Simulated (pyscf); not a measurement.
Optimised with ωB97X-D3(BJ)/def2-SVP in PySCF.

### Question
Estimate by transition-state theory the rate constant of H₂N–Si(OH)(Cl)–Cl + hydrogen chloride (HCl) -> HO–Si(Cl)(Cl)–Cl + ammonia (NH₃) (singlet surface; N–Si, Cl–H broken, Cl–Si, H–N formed) at 600 K, with ωB97M-D3(BJ)/def2-TZVP energies (ideal gas, 1 atm, RRHO with modes under 100 cm⁻¹ raised to 100, one conformer, R ln 2 for rigid chiral ones; no tunnelling).

### Answer
The electronic barrier is 11.0 kcal/mol and the thermal terms add +23.0, so ΔG‡ = 34.0 kcal/mol. With k_BT/h = 1.25e+13 s⁻¹ and RT = 1.192 kcal/mol, and a volume of 8.18e-20 cm³ per molecule at 1 atm, k = 4.2e-19 cm³ molecule⁻¹ s⁻¹. Wigner's tunnelling factor for 277i cm⁻¹ would be 1.02. A shift of 1 kcal/mol in the barrier changes k by a factor 2.3. On the reactant side the descent ends in a complex, 5.7 kcal/mol under the separated species and 15.5 kcal/mol under the saddle at ωB97X-D3(BJ)/def2-TZVP. On the product side the descent ends in an adduct with a N–Si contact (not fully relaxed), 3.8 kcal/mol over the separated species and 13.2 kcal/mol under the saddle at ωB97X-D3(BJ)/def2-TZVP. What is counted as broken (N–Si) persists as a longer contact in the product adduct; parting that adduct is a step of its own. One saddle was located; it need not be the lowest between these sides.
